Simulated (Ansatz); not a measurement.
# BSiH (singlet): from Hartree-Fock to the top rungs at distance Si1–B2 = 6.788 Å, 6-31G

Aim: climb from Hartree-Fock through coupled cluster and multireference methods for BSiH (singlet) at one geometry and basis, and see what each rung misses.

Program: Ansatz 0.2.0, Gaussian basis. Level of theory: 6-31G, core rule «outside noble gas», up to 6 orbitals frozen. These are calculated values, not measurements.

The runs, in order: UHF; CCSD(T) on RHF; CCSD(T) on UHF; CISD; CCSDT(Q) on RHF; CCSDT(Q) on UHF; CISDTQ; CCSDTQ on RHF; CCSDTQ on UHF; CASSCF and MRCISD+Q, 2 electrons in 2 orbitals; CASSCF and NEVPT2, 2 electrons in 2 orbitals; CASSCF and MRCISD+Q, 8 electrons in 9 orbitals; CASSCF and NEVPT2, 8 electrons in 9 orbitals; Full CI.

24 further runs of the same task are left out: 3 for a known fault of the program, 15 that didn't finish, 6 set aside as unsound or not needed.

### 1 The geometry

The geometry derives from a PBE0/def2-TZVP stationary point (not a proven minimum). One bond is set to the value named and the two fragments are kept rigid.

3 atoms, charge 0, spin multiplicity 1.

Atoms are counted from 1 here; the program's logs count them from 0.

Bond lengths: Si1–H3 1.516 Å.

### 2 UHF

The input, in.yaml:

```yaml
crystal:
  periodic: [false, false, false]
  atoms:
    - {symbol: Si, position_ang: [0.000000, 0.000000, -1.757378]}
    - {symbol: B, position_ang: [0.000000, 0.000000, 5.030622]}
    - {symbol: H, position_ang: [0.000000, 0.000000, -3.273243]}
basis:
  gaussian: {orbitals: 6-31G}
magnetization: {spin_polarized: true, initial_magnetization: 0}
hamiltonian: {xc: hf}
output: {orbitals: {seedname: orbitals}}
```

The run is started by

```
ansatz run in.yaml --threads 1 --pin off --events-out ev --progress --plain --max-ram 2393MiB
```

Further steps of the session: CCSD(T) on RHF; CCSD(T) on UHF; CISD; CCSDT(Q) on RHF; CCSDT(Q) on UHF; CISDTQ; CCSDTQ on RHF; CCSDTQ on UHF; CASSCF and MRCISD+Q, 2 electrons in 2 orbitals; CASSCF and NEVPT2, 2 electrons in 2 orbitals; CASSCF and MRCISD+Q, 8 electrons in 9 orbitals; CASSCF and NEVPT2, 8 electrons in 9 orbitals; Full CI.

Before running them: what should the planned runs give, taken together? Wanted: FCI below the RHF energy; RMP2 from FCI; UMP2 from FCI; RCCSD from FCI; RCCSD(T) from FCI; UCCSD(T) from FCI; RCCSDT(Q) from FCI; UCCSDT(Q) from FCI; NEVPT2 pair from FCI.

As calculated:

| quantity | value |
| --- | --- |
| FCI below the RHF energy | -6.6098 eV |
| RMP2 from FCI | +77.6 kJ/mol |
| UMP2 from FCI | +91.6 kJ/mol |
| RCCSD from FCI | +19.0 kJ/mol |
| RCCSD(T) from FCI | -15.2 kJ/mol |
| UCCSD(T) from FCI | +0.9 kJ/mol |
| RCCSDT(Q) from FCI | +3.4 kJ/mol |
| UCCSDT(Q) from FCI | 0.0 kJ/mol |
| NEVPT2 pair from FCI | +91.5 kJ/mol |
| MRCISD+Q pair from FCI | -5.3 kJ/mol |
| NEVPT2 valence from FCI | +22.9 kJ/mol |
| levels within 1 kcal/mol (43 meV) | UCCSD, UCCSD(T), RCCSDT, UCCSDT, RCCSDT(Q), UCCSDT(Q), RCCSDTQ, MRCISD valence, MRCISD+Q valence |
| T1 diagnostic | 0.068 |
| effectively unpaired electrons | 2.16 |

What this shows: RCCSD(T) misses by -15.2 kJ/mol, 2.4 % of the correlation energy. CCSD(T) misses by -15.2 kJ/mol on the restricted determinant and by +0.9 kJ/mol on the unrestricted one; the two need not hold the same state or core. RCCSD(T), MRCISD+Q pair fall below full CI, which methods that aren't variational can do. The occupations show strong static correlation (2.2 unpaired electrons where one determinant has 0). Of the multireference levels listed MRCISD+Q valence comes nearest in total energy (+0.3 kJ/mol), which doesn't show that its space is the better one. These misses are within one basis, not against nature.
